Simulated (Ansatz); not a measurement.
# Trisilane (Si3H8): a ladder of functionals and wavefunction methods

One table from this session's results is given with a row withheld; the runs are named, their logs left out.

Method: functionals in def2-TZVPP, the program's frozen cores in correlated methods; program: Ansatz 0.2.0, Gaussian basis.

Levels to be run: LDA (SPW92), PBE-D4, revPBE-D4, BLYP-D4, r2SCAN-D4, B97M-V, PBE0-D4, B3LYP-D4, r2SCANh-D4, r2SCAN0-D4, HSE06-D4, BHLYP-D4, CAM-B3LYP-D4, LC-ωPBE, ωB97X-V, ωB97M-V, B2PLYP, PBE-QIDH; CCSD(T)/def2-SVP; CCSD(T)/def2-TZVPP; MP2/def2-QZVPP; extrapolation to the limit; RPA on PBE.

## The relaxed structure

All runs share one geometry, relaxed beforehand with PBE0-D4 in a triple-zeta def2 set.

SMILES `[SiH3][SiH2][SiH3]`, 11 atoms, charge 0, spin multiplicity 1.

Atoms are counted from 1 here; the program's logs count them from 0.

Bond lengths: Si1–Si2 2.338 Å, Si1–H4 1.488 Å, Si1–H5 1.488 Å, Si1–H6 1.488 Å, Si2–Si3 2.338 Å, Si2–H7 1.490 Å, Si2–H8 1.490 Å, Si3–H9 1.488 Å, Si3–H10 1.488 Å, Si3–H11 1.488 Å. Angles: Si2–Si1–H4 111.3°, Si2–Si1–H5 109.8°, Si2–Si1–H6 109.8°, H4–Si1–H5 108.7°, H4–Si1–H6 108.7°, H5–Si1–H6 108.5°, Si1–Si2–Si3 110.3°, Si1–Si2–H7 109.6°, Si1–Si2–H8 109.6°, Si3–Si2–H7 109.6°, Si3–Si2–H8 109.6°, H7–Si2–H8 108.1°, Si2–Si3–H9 109.8°, Si2–Si3–H10 109.8°, Si2–Si3–H11 111.3°, H9–Si3–H10 108.5°, H9–Si3–H11 108.7°, H10–Si3–H11 108.7°.

The first run:

in.yaml reads:

```yaml
crystal:
  periodic: [false, false, false]
  atoms:
    - {symbol: Si, position_ang: [-1.286941, 1.359221, -0.523375]}
    - {symbol: Si, position_ang: [-0.456627, -0.814837, -0.295006]}
    - {symbol: Si, position_ang: [1.637614, -0.776575, 0.744607]}
    - {symbol: H, position_ang: [-2.620547, 1.361108, -1.182704]}
    - {symbol: H, position_ang: [-0.348267, 2.172999, -1.342101]}
    - {symbol: H, position_ang: [-1.415952, 1.992114, 0.816946]}
    - {symbol: H, position_ang: [-0.336468, -1.447939, -1.638692]}
    - {symbol: H, position_ang: [-1.403671, -1.629110, 0.517897]}
    - {symbol: H, position_ang: [1.519922, -0.153932, 2.090756]}
    - {symbol: H, position_ang: [2.588153, 0.029746, -0.067785]}
    - {symbol: H, position_ang: [2.188083, -2.149896, 0.900158]}
basis:
  gaussian: {orbitals: def2-TZVPP}
hamiltonian: {xc: lda}
output: {orbitals: {seedname: orbitals}}
```

Launch:

```sh
$ ansatz run in.yaml --threads 4 --pin off --events-out ev --progress --plain --max-ram 10444MiB
```

Among the steps run: LDA; PBE-D4 (GGA); revPBE-D4 (GGA); BLYP-D4 (GGA); r2SCAN-D4 (meta-GGA); B97M-V (meta-GGA); PBE0-D4 (hybrid); B3LYP-D4 (hybrid); r2SCANh-D4 (hybrid); r2SCAN0-D4 (hybrid); HSE06-D4 (hybrid); BHLYP-D4 (hybrid); CAM-B3LYP-D4 (range-separated); LC-ωPBE (range-separated); ωB97X-V (range-separated); ωB97M-V (range-separated); B2PLYP (double hybrid); PBE-QIDH (double hybrid).

One of the session's tables, all rows but one given; the rest of the session is left out.

It belongs to the step «Frontier levels by functional». 

| functional | HOMO (eV) | gap (eV) |
| --- | --- | --- |
| LDA (SPW92) | -7.05 | 5.85 |
| PBE-D4 | -6.97 | 5.93 |
| revPBE-D4 | -6.94 | 5.96 |
| BLYP-D4 | -6.82 | 5.96 |
| r2SCAN-D4 | -7.22 | 6.41 |
| B97M-V | -7.36 | 6.29 |
| PBE0-D4 | -8.03 | 7.80 |
| B3LYP-D4 | -7.83 | 7.45 |
| r2SCANh-D4 | -7.60 | 7.08 |
| r2SCAN0-D4 | -8.18 | 8.08 |
| HSE06-D4 | -7.64 | 7.04 |
| BHLYP-D4 | -8.98 | 9.69 |
| CAM-B3LYP-D4 | -9.26 | 10.11 |
| LC-ωPBE | ? | ? |
| ωB97X-V | -10.24 | 12.03 |
| ωB97M-V | -10.00 | 11.48 |

Estimate the missing values for LC-ωPBE.

The run gave: HOMO (eV): -10.56; gap (eV): 12.44. In the column «HOMO (eV)» it is the lowest.
